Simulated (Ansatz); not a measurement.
# Bulk modulus B0 of some cubic tetrahedrally bonded semiconductors and semimetals

Method: PBE-D3(BJ) in Ansatz (PAW). References are measured values corrected to a static lattice. The table is a random draw of 6 from 10 solids with such references.

Values in GPa.

| solid | reference | PBE-D3(BJ) | error (%) |
|---|---|---|---|
| diamond-structure Ge | 77.3 | 62.8 | -18.8 |
| cubic BN | 410 (388–410) | 381 | -7.1 |
| zinc-blende BP | 176 (168–176) | 170 | -3.4 |
| zinc-blende GaAs | 76.7 | 67.7 | -11.7 |
| zinc-blende InAs | 58.6 | 53.9 | -8.0 |
| zinc-blende InSb | 46.1 | 41.6 | -9.8 |

Over these 6 solids the mean error is -9.8 %, the mean absolute error 9.8 % (median 8.9 %), and the worst case diamond-structure Ge at -18.8 %; the value is below the reference in 6 of 6 cases. Over all 10, from unrounded values, the mean error is -8.0 % and the mean absolute error 8.0 % (median 7.5 %).

All these references are brought to a static lattice.

Spin–orbit coupling is left out, also for the solids with elements from indium on (zinc-blende InAs, zinc-blende InSb); its size isn't shown.

Brackets give the range of the sources taken for a reference, where it is wide; it can hold other temperatures.

Differences are worked out from the printed values.

Each level is taken at its own relaxed cell. Caveats: the gap of the solid is closed in this run (diamond-structure Ge, zinc-blende InAs, zinc-blende InSb). Ansatz's density-functional and Hartree–Fock values are scalar-relativistic unless marked +SOC, with PAW data made under PBE.

Not in this set, of the tetrahedrally bonded semiconductors and semimetals with a reference value in our tables and a result at some level: 16 for a reference at room or unstated temperature; 2 for a high-temperature or high-pressure phase; 2 for no value at PBE-D3(BJ) (not run, a failed fit, an unstable or unbound cell, or a value held back for tests); 1 for sources at odds; 1 for a value of another source that differs by over 15 % in a way that heat doesn't explain. These can be a level's best or worst cases. At least 5 more with a reference value are held back for tests. Solids without a released value at any level aren't counted. Layered and molecular crystals are counted apart. The metals Ce to Yb are counted apart.

References as tabulated in Mejia-Rodriguez and Trickey (2018), arXiv:1807.09216; Tanner et al. (2021), arXiv:2110.11888; Goldzak et al. (2022), arXiv:2208.04865.

Ansatz is a first-principles code.
